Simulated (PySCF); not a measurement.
**Does the structure fit the spectrum?**

A compound C5H6 gives the data below (simulated from a calculation) and was assigned the structure `C#CC1CC1`.

¹³C{¹H} NMR (computed): δ 146.8 (CH), 124.1 (CH2), 85.3 (C), 78.1 (CH), 22.4 (CH2).

¹H NMR (400 MHz, computed): δ 6.08 (ddt, J = 17.9, 11.1, 8.3 Hz, 1H), 5.33 (dq, J = 17.9, 1.9 Hz, 1H), 5.25 (dq, J = 11.1, 1.8 Hz, 1H), 2.77 (ddt, J = 8.3, 4.2, 1.8 Hz, 2H), 2.27 (t, J = 4.2 Hz, 1H).

[PySCF: shielding tensors at HF/pcSseg-2 (GIAO); B3LYP/pcJ-1 coupling constants (without the spin–dipole term); coordinates at the PBE0-D3(BJ)/def2-SVP level; a single conformation; non-relativistic; isolated molecule; rapidly exchanging positions averaged]

Chemical shifts δ = σref − σ; ¹H (σref 31.68) and ¹³C (σref 191.47) vs TMS, all at this level.

(1) Compare with the shifts computed for the proposed structure, pairing carbons in order of shift.

(2) Which isomer fits?

## Answers

(1) Atoms are numbered as in `[CH:1]#[C:2][CH:3]1[CH2:4][CH2:5]1`. Hydrogens are named by the atom that carries them.

| atom | computed for proposal | given list | difference |
| --- | --- | --- | --- |
| C2 | 92.2 | 146.8 | -54.6 |
| C1 | 71.0 | 124.1 | -53.1 |
| C4 | 7.6 | 85.3 | -77.7 |
| C5 | 7.6 | 78.1 | -70.5 |
| C3 | -4.6 | 22.4 | -27.0 |

The rms difference is 59.2 ppm and the largest -77.7 ppm at C4 (three-membered-ring carbon). The proposal also would give 4 carbon signals, not 5. The carbon types in order of shift don't match either: C, CH, CH2, CH2, CH for the proposal against CH, CH2, C, CH, CH2 in the data. The proposal doesn't fit.

(2) SMILES C(#C)CC=C.

1. Carbon types of the structure: 1 × C, 2 × CH, 2 × CH2, which accounts for all hydrogens.
2. δC 146.8: alkene CH; as expected for a trigonal carbon in a double bond.
3. δC 124.1: terminal =CH2 carbon; as expected for a trigonal carbon in a double bond.
4. δC 85.3: alkyne carbon; the triple bond shields along its axis, which puts it between sp3 and sp2 carbons.
5. δC 78.1: terminal alkyne carbon; sp carbons lie upfield of alkene carbons because the cylindrical π system leaves one tensor component strongly shielded.
6. The protons at 6.08 and 5.33 share a coupling of 17.9 Hz (vicinal, trans across C=C).
7. The protons at 6.08 and 5.25 share a coupling of 11.1 Hz (vicinal, cis across C=C).
8. The protons at 2.77 and 6.08 share a coupling of 8.3 Hz (vicinal).

This is the structure that produced the data.

Splittings below 1 Hz are ignored in the labels, and close J values are merged. Unscaled 3J(H,H) at this level run about 10 % above measured values. Shifts are as computed, not scaled to solution data. Of 1211 compounds with measured shifts, 218 miss one by over three times the rms of a fit or turn the order of signals round; such compounds aren't used in these exercises. Couplings across =CH–CH2 type bonds come from one rotamer and its mirror image, and can be 1–2 Hz further off.
